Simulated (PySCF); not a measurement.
Species: C₃H₇F.
SMILES with atom numbers: `[CH3:1][CH:2]([CH3:3])[F:4]` (hydrogens: H5, H6, H7 on C1; H8 on C2; H9, H10, H11 on C3)

Structure used (PBE0-D3(BJ)/def2-SVP), in Å, numbered top down from 1:
```xyz
11
C3H7F angstrom
C     -1.1931   -0.4429    0.2127
C     -0.1150    0.5306   -0.2052
C      1.2856   -0.0290   -0.1051
F     -0.1980    1.6519    0.6043
H     -1.0274   -0.7747    1.2493
H     -1.1940   -1.3287   -0.4398
H     -2.1832    0.0318    0.1563
H     -0.3049    0.8730   -1.2394
H      1.4939   -0.3546    0.9258
H      1.4101   -0.8933   -0.7743
H      2.0258    0.7351   -0.3822
```

Level of theory: core-valence-separated Tamm–Dancoff BHandHLYP/aug-pcX-1 (pcseg-1 on H) in PySCF, non-relativistic, gas phase, PBE0-D3(BJ)/def2-SVP geometry. BHandHLYP without relativity tends to put these K edges a few eV too low, so spacings mean more than positions.

The lowest roots of each edge with f over 0.003 (five at most, numbered afresh; weaker and dark ones are left out), with transition dipoles (au) in the frame of the coordinates:

```json
{"root": "1", "edge": "C", "E (eV)": "285.49", "f": "0.0106", "μx": "-0.0217", "μy": "0.0310", "μz": "0.0090"}
{"root": "2", "edge": "C", "E (eV)": "285.49", "f": "0.0126", "μx": "-0.0366", "μy": "-0.0213", "μz": "0.0020"}
{"root": "3", "edge": "C", "E (eV)": "286.15", "f": "0.0355", "μx": "0.0083", "μy": "0.0051", "μz": "0.0705"}
{"root": "4", "edge": "C", "E (eV)": "286.15", "f": "0.0139", "μx": "-0.0052", "μy": "-0.0029", "μz": "-0.0441"}
{"root": "5", "edge": "C", "E (eV)": "286.23", "f": "0.0186", "μx": "0.0506", "μy": "-0.0068", "μz": "-0.0061"}
{"root": "6", "edge": "F", "E (eV)": "685.56", "f": "0.0305", "μx": "0.0021", "μy": "-0.0333", "μz": "-0.0265"}
{"root": "7", "edge": "F", "E (eV)": "686.33", "f": "0.0084", "μx": "0.0010", "μy": "-0.0171", "μz": "-0.0144"}
```

Question: Molecules are fixed in this frame and the field points along (0, 1, 1)/√2. What effective strengths 3 f cos²θ do the roots have (θ between field and μ)?

Answer: root 1 (C1/C3): 0.017, root 2 (C1/C3): 0.004, root 3 (C1/C3): 0.060, root 4 (C1/C3): 0.023, root 5 (C1/C3): 0.002, root 6 (F4): 0.090, root 7 (F4): 0.025. Root 6 is the strongest. Averaged over all orientations cos²θ is 1/3, which gives f back. For degenerate partners only the sum has meaning, as the program may mix them freely.

The run took about 22 s of CPU time (one thread, shared machine).
